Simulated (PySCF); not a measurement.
# H3O2P: the cost of one run

The runs use PySCF 2.14.0, with density-fitted response routines of our own; the level of theory stands in each step. All values are computed, except where a source is named. Atoms count from 0, in the outputs and in this text.

**1. Starting geometry**

6 atoms, charge 0, multiplicity 1; geometry from: GFN2-xTB. The atoms were then displaced at random by about 0.03 Å, so the start is not that level's minimum.

Bonds of the start (Å): O0–P1 1.35, P1–O2 1.55, P1–H3 1.35, P1–H4 1.41, O2–H5 0.97.

**2. Relaxing the molecule at PBE0-D3(BJ)/def2-SVP**

What the job is given:

```
{"job": {"xc": "PBE0", "basis": "def2-SVP", "d3": "d3bj", "grid": 1, "shake": 0.03, "kind": "geom"}, "charge": 0, "multiplicity": 1}
O     -1.022240     1.320550    -0.284410
P     -0.433330     0.119640    -0.082380
O      1.098690     0.314550     0.092780
H     -0.704690    -0.565650     1.046150
H     -0.520800    -0.813890    -1.138460
H      1.651730    -0.467230     0.253880
```

Command:

```
> OMP_NUM_THREADS=1 python probes_run.py task.json out
```

This one command runs all jobs of the session in turn.

Q: Estimate the wall time and peak memory of this first job on 1 thread of Arm Neoverse V1, shared host.

About 7 s, with a peak of 0.27 GiB.
